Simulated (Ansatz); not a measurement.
System: hcp Hf. Method: rVV10 in Ansatz (PAW).

Numerical settings: plane-wave cutoff 520 eV, 18×18×12 k mesh (along the axes of the cell as run), Fermi–Dirac smearing 0.05 eV, scalar-relativistic PAW data made under PBE.

Properties against volume:

Shape and atoms are relaxed at each volume.

```json
[
 {"V (Å³/atom)": "21.721", "P (GPa)": "4.84", "c (Å)": "5.015", "a (Å)": "3.163"},
 {"V (Å³/atom)": "22.174", "P (GPa)": "2.31", "c (Å)": "5.047", "a (Å)": "3.185"},
 {"V (Å³/atom)": "22.626", "P (GPa)": "0.00", "c (Å)": "5.078", "a (Å)": "3.208"},
 {"V (Å³/atom)": "23.079", "P (GPa)": "-2.11", "c (Å)": "5.109", "a (Å)": "3.230"},
 {"V (Å³/atom)": "23.531", "P (GPa)": "-4.04", "c (Å)": "5.139", "a (Å)": "3.252"}
]
```

Note: the bulk modulus comes from volumes at which shape and atoms were relaxed.

Ansatz is an electronic-structure program.
